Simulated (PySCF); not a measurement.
PySCF job for SiCl₄, SMILES Cl[Si](Cl)(Cl)Cl, TDDFT-PBE/def2-SVPD. Coordinates come from a ωB97X-D3(BJ)/def2-SVP optimisation. The isomer is the one that the SMILES or the coordinates give; other isomers of the formula were not compared.

```python
import numpy as np
from pyscf import gto, scf, dft, tdscf

mol = gto.M(
    atom='''
    Cl    1.17159266   -1.17159266    1.17159266
    Si    0.00000000    0.00000000    0.00000000
    Cl   -1.17159266   -1.17159266   -1.17159266
    Cl   -1.17159265    1.17159266    1.17159266
    Cl    1.17159265    1.17159265   -1.17159266
    ''',
    basis='def2-SVPD',
    charge=0,
    spin=0,
    symmetry=True,
    max_memory=1600,
    verbose=4,
)
mf = dft.RKS(mol, xc='pbe').density_fit(auxbasis='def2-universal-jkfit')
mf.grids.level = 3
mf.conv_tol = 1e-9
mf.max_cycle = 100
mf.kernel()
mf.grids = dft.Grids(mol).set(level=1).build(with_non0tab=True)  # coarser grid for the response kernel
td = tdscf.TDDFT(mf)
td.singlet = True
td.nstates = 10
td.conv_tol = 1e-4
td.positive_eig_threshold = 1e-6
td.kernel(x0=td.get_init_guess(mf, 15))
td.analyze()
tt = tdscf.TDA(mf)
tt.singlet = False
tt.nstates = 4
tt.conv_tol = 1e-4
tt.positive_eig_threshold = 1e-6
tt.kernel(x0=tt.get_init_guess(mf, 9))
tt.analyze(verbose=3)
```

It prints:

```
PySCF version 2.14.0

[INPUT] verbose = 4
[INPUT] num. atoms = 5
[INPUT] num. electrons = 82
[INPUT] charge = 0
[INPUT] spin (= nelec alpha-beta = 2S) = 0
[INPUT] symmetry True subgroup None
[INPUT] Mole.unit = angstrom
[INPUT] Symbol           X                Y                Z      unit          X                Y                Z       unit  Magmom
[INPUT]  1 Cl     1.171592660000  -1.171592660000   1.171592660000 AA    2.213989256951  -2.213989256951   2.213989256951 Bohr   0.0
[INPUT]  2 Si     0.000000000000   0.000000000000   0.000000000000 AA    0.000000000000   0.000000000000   0.000000000000 Bohr   0.0
[INPUT]  3 Cl    -1.171592660000  -1.171592660000  -1.171592660000 AA   -2.213989256951  -2.213989256951  -2.213989256951 Bohr   0.0
[INPUT]  4 Cl    -1.171592650000   1.171592660000   1.171592660000 AA   -2.213989238053   2.213989256951   2.213989256951 Bohr   0.0
[INPUT]  5 Cl     1.171592650000   1.171592650000  -1.171592660000 AA    2.213989238053   2.213989238053  -2.213989256951 Bohr   0.0

nuclear repulsion = 525.160198672178
point group symmetry = Td, use subgroup D2
symmetry origin: [ 0.00000000e+00 -3.91772485e-09  0.00000000e+00]
symmetry axis x: [ 1.00000000e+00 -2.13384728e-09 -7.11282742e-10]
symmetry axis y: [ 2.13384728e-09  1.00000000e+00 -2.13384737e-09]
symmetry axis z: [7.11282746e-10 2.13384737e-09 1.00000000e+00]
num. orbitals of irrep A = 36
num. orbitals of irrep B1 = 32
num. orbitals of irrep B2 = 32
num. orbitals of irrep B3 = 32
number of shells = 54
number of NR pGTOs = 222
number of NR cGTOs = 132
basis = def2-SVPD
ecp = {}


[settings echo left out]
init E= -2129.47233687321
HOMO (B3) = -0.336062463237869  LUMO (A) = -0.0740579846338478  gap/eV = 7.12951
cycle= 1 E= -2128.91002610339  delta_E= 0.562  |g|= 0.385  |ddm|= 3.12
HOMO (B3) = -0.28533864082139  LUMO (A) = -0.0864961906585009  gap/eV = 5.41078
cycle= 2 E= -2128.83012107876  delta_E= 0.0799  |g|= 0.667  |ddm|= 1.42
HOMO (B3) = -0.295143116503954  LUMO (A) = -0.0653449880383441  gap/eV = 6.25313
cycle= 3 E= -2128.94940571047  delta_E= -0.119  |g|= 0.0961  |ddm|= 0.897
HOMO (B3) = -0.304684267945047  LUMO (A) = -0.0749239548703846  gap/eV = 6.25210
cycle= 4 E= -2128.95204637356  delta_E= -0.00264  |g|= 0.0168  |ddm|= 0.119
HOMO (B3) = -0.303037248930783  LUMO (A) = -0.0728130477499087  gap/eV = 6.26472
cycle= 5 E= -2128.95212423617  delta_E= -7.79e-05  |g|= 0.00163  |ddm|= 0.0258
HOMO (B3) = -0.303265080595741  LUMO (A) = -0.0730638415483613  gap/eV = 6.26409
cycle= 6 E= -2128.95212490216  delta_E= -6.66e-07  |g|= 0.000179  |ddm|= 0.00289
HOMO (B3) = -0.303245935540673  LUMO (A) = -0.0730349314620293  gap/eV = 6.26436
cycle= 7 E= -2128.95212491323  delta_E= -1.11e-08  |g|= 4.72e-06  |ddm|= 0.00034
HOMO (B3) = -0.303247070342326  LUMO (A) = -0.0730360275503301  gap/eV = 6.26436
cycle= 8 E= -2128.95212491324  delta_E= -7.28e-12  |g|= 4.67e-07  |ddm|= 1.12e-05
HOMO (B3) = -0.303247167810677  LUMO (A) = -0.073036056023879  gap/eV = 6.26436
Extra cycle  E= -2128.95212491324  delta_E= 1.36e-12  |g|= 6.67e-07  |ddm|= 1.45e-06
converged SCF energy = -2128.95212491324
tot grids = 31680
Overwritten attributes  positive_eig_threshold  of <class 'pyscf.tdscf.rks.CasidaTDDFT'>


******** <class 'pyscf.tdscf.rks.CasidaTDDFT'> for <class 'pyscf.df.df_jk.DFSymAdaptedRKS'> ********
nstates = 10 singlet
deg_eia_thresh = 1.000e-03
wfnsym = None
conv_tol = 0.0001
eigh lindep = 1e-12
eigh level_shift = 0
eigh max_cycle = 100


Excitation energies (eV)
[6.39045407 6.39045407 6.39045407 7.25135242 7.25135244 7.25135244
 7.41533302 7.41533302 7.62736486 7.7041112 ]

** Singlet excitation energies and oscillator strengths **
Excited State   1:   B3      6.39045 eV    194.01 nm  f=0.0000
      41 -> 42        0.70540
Excited State   2:   B2      6.39045 eV    194.01 nm  f=0.0000
      40 -> 42       -0.70540
Excited State   3:   B1      6.39045 eV    194.01 nm  f=0.0000
      39 -> 42        0.70540
Excited State   4:   B1      7.25135 eV    170.98 nm  f=0.0253
      36 -> 42        0.66919
      40 -> 44        0.15715
      41 -> 43        0.15715
Excited State   5:   B3      7.25135 eV    170.98 nm  f=0.0253
      38 -> 42        0.66919
      39 -> 43        0.15715
      40 -> 45       -0.15715
Excited State   6:   B2      7.25135 eV    170.98 nm  f=0.0253
      37 -> 42       -0.66919
      39 -> 44        0.15715
      41 -> 45        0.15715
Excited State   7:    A      7.41533 eV    167.20 nm  f=0.0000
      35 -> 42       -0.69027
      39 -> 45        0.11306
Excited State   8:    A      7.41533 eV    167.20 nm  f=0.0000
      34 -> 42        0.69027
      41 -> 44       -0.11306
Excited State   9:    A      7.62736 eV    162.55 nm  f=0.0000
      39 -> 45       -0.40825
      40 -> 43       -0.40825
      41 -> 44        0.40825
Excited State  10:    A      7.70411 eV    160.93 nm  f=0.0000
      34 -> 42        0.14145
      39 -> 45        0.14625
      40 -> 43        0.39957
      41 -> 44        0.54582

** Transition electric dipole moments (AU) **
state          X           Y           Z        Dip. S.      Osc.
  1        -0.0000      0.0000      0.0000      0.0000      0.0000
  2        -0.0000      0.0000     -0.0000      0.0000      0.0000
  3         0.0000     -0.0000      0.0000      0.0000      0.0000
  4         0.0000     -0.0000      0.3777      0.1426      0.0253
  5         0.3777      0.0000     -0.0000      0.1427      0.0253
  6        -0.0000     -0.3777      0.0000      0.1427      0.0253
  7         0.0000     -0.0000     -0.0000      0.0000      0.0000
  8        -0.0000      0.0000      0.0000      0.0000      0.0000
  9         0.0000     -0.0000      0.0000      0.0000      0.0000
 10        -0.0000     -0.0000      0.0000      0.0000      0.0000

** Transition velocity dipole moments (imaginary part, AU) **
state          X           Y           Z        Dip. S.      Osc.
  1        -0.0000      0.0000      0.0000      0.0000      0.0000
  2        -0.0000      0.0000     -0.0000      0.0000      0.0000
  3         0.0000     -0.0000      0.0000      0.0000      0.0000
  4        -0.0000      0.0000      0.1012      0.0102      0.0256
  5         0.1012      0.0000      0.0000      0.0102      0.0256
  6         0.0000     -0.1012     -0.0000      0.0102      0.0256
  7         0.0000     -0.0000      0.0000      0.0000      0.0000
  8         0.0000      0.0000      0.0000      0.0000      0.0000
  9         0.0000     -0.0000      0.0000      0.0000      0.0000
 10         0.0000      0.0000      0.0000      0.0000      0.0000

** Transition magnetic dipole moments (imaginary part, AU) **
state          X           Y           Z
  1        -0.2013      0.0000     -0.0000
  2         0.0000     -0.2013     -0.0000
  3         0.0000      0.0000      0.2013
  4         0.0000     -0.0000      0.0000
  5         0.0000     -0.0000     -0.0000
  6        -0.0000      0.0000     -0.0000
  7        -0.0000     -0.0000      0.0000
  8        -0.0000      0.0000      0.0000
  9         0.0000      0.0000     -0.0000
 10        -0.0000      0.0000     -0.0000
Overwritten attributes  positive_eig_threshold  of <class 'pyscf.tdscf.rks.TDA'>


******** <class 'pyscf.tdscf.rks.TDA'> for <class 'pyscf.df.df_jk.DFSymAdaptedRKS'> ********
nstates = 4 triplet
deg_eia_thresh = 1.000e-03
wfnsym = None
conv_tol = 0.0001
eigh lindep = 1e-12
eigh level_shift = 0
eigh max_cycle = 100


Excitation energies (eV)
[6.11677994 6.11677994 6.11677994 6.87306596]

** Triplet excitation energies and oscillator strengths **
Excited State   1:   B3      6.11678 eV    202.70 nm  f=0.0000
Excited State   2:   B2      6.11678 eV    202.70 nm  f=0.0000
Excited State   3:   B1      6.11678 eV    202.70 nm  f=0.0000
Excited State   4:   B3      6.87307 eV    180.39 nm  f=0.0000
```

The calculation finished and met its thresholds.
